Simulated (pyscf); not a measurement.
Thermochemistry of product channels of BH [singlet] + CH₄ on the singlet surface, in eV, from ωB97M-D3(BJ)/def2-TZVP energies (ideal gas, 1 atm, RRHO with modes under 100 cm⁻¹ raised to 100, one conformer, R ln 2 for rigid chiral ones). Optimised with ωB97X-D3(BJ)/def2-SVP in PySCF.

```csv
products,ΔE,ΔH(298 K),ΔG(900 K),ΔG(1200 K)
B–CH₃ [singlet] + H₂,-0.32,-0.45,-0.46,-0.49
BH₃ + CH₂ [singlet],+1.78,+1.59,+1.39,+1.31
```

These are energies of the channels, which say nothing of barriers. CH₂ [singlet] is an excited spin state, 0.39 eV over the triplet at ωB97X-D3(BJ). A restricted singlet here is unstable towards spin polarisation, as is usual where a triplet lies low; its energy is less safe.
